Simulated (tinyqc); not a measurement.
Worked calculation: extended Hueckel theory, for CH2. One step of it, computed by the program tinyqc.

Task: Mulliken analysis. P = C n C^T; charge = valence electrons (H 1, C 4) minus the sum of (P S)_ii on the atom; overlap population = 2 sum P_ij S_ij between two atoms.

coefficients:
```
              MO1        MO2        MO3       MO4        MO5        MO6
1C 2s    0.794510   0.000000  -0.249544  0.000000   0.000000   1.178663
1C 2px   0.000000   0.000000   0.000000  1.000000   0.000000   0.000000
1C 2py   0.000000   0.484246   0.000000  0.000000   1.281595   0.000000
1C 2pz  -0.026953   0.000000   0.911297  0.000000   0.000000   0.614444
2H 1s    0.181745   0.457405   0.159854  0.000000  -0.930388  -0.978866
3H 1s    0.181745  -0.457405   0.159854  0.000000   0.930388  -0.978866
```

occupations: 2.000000  2.000000  2.000000  0.000000  0.000000  0.000000

overlap S:
```
           1C 2s    1C 2px     1C 2py    1C 2pz     2H 1s      3H 1s
1C 2s   1.000000  0.000000   0.000000  0.000000  0.515973   0.515973
1C 2px  0.000000  1.000000   0.000000  0.000000  0.000000   0.000000
1C 2py  0.000000  0.000000   1.000000  0.000000  0.451641  -0.451641
1C 2pz  0.000000  0.000000   0.000000  1.000000  0.226543   0.226543
2H 1s   0.515973  0.000000   0.451641  0.226543  1.000000   0.126857
3H 1s   0.515973  0.000000  -0.451641  0.226543  0.126857   1.000000
```

Give: charges; Overlap populations.

Result:

charges: 1C -0.2618, 2H 0.1309, 3H 0.1309

Overlap populations:
```
pair      value
2-1    0.743408
3-1    0.743408
3-2   -0.076436
```
